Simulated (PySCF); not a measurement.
# C2HFN2S: the cost of one run

Programs: PySCF 2.14.0, with density-fitted response routines of our own. Each step states its level of theory. These are calculated values for one molecule in the gas phase, unless marked as measured. Atoms count from 0, in the outputs and in this text.

## Step 1: The starting structure

7 atoms, charge 0, multiplicity 1; geometry from: GFN2-xTB. The atoms were then displaced at random by about 0.01 Å, so the start is not that level's minimum.

Bonds of the start (Å): F0–C1 1.34, C1–N2 1.35, N2–C3 1.25, C3–S4 1.71, S4–N5 1.62, N5–C1 1.31, C3–H6 1.09.

## Step 2: Relaxing the molecule at PBE0-D3(BJ)/def2-SVP

What the job is given:

```
{"job": {"xc": "PBE0", "basis": "def2-SVP", "d3": "d3bj", "grid": 1, "shake": 0.01, "kind": "geom"}, "charge": 0, "multiplicity": 1}
F      2.248390    -0.566250    -0.170250
C      0.999040    -0.096130    -0.021660
N     -0.021720    -0.960230     0.174350
C     -1.063310    -0.281220     0.301910
S     -0.836280     1.411650     0.152310
N      0.754240     1.191160    -0.062520
H     -2.046410    -0.728070     0.475520
```

On the command line:

```bash
OMP_NUM_THREADS=1 python probes_run.py task.json out
```

This one command runs all jobs of the session in turn.

Q: Estimate the wall time and peak memory of this first job on 1 thread of Arm Neoverse V1, shared host.

About 45 s, with a peak of 0.39 GiB.
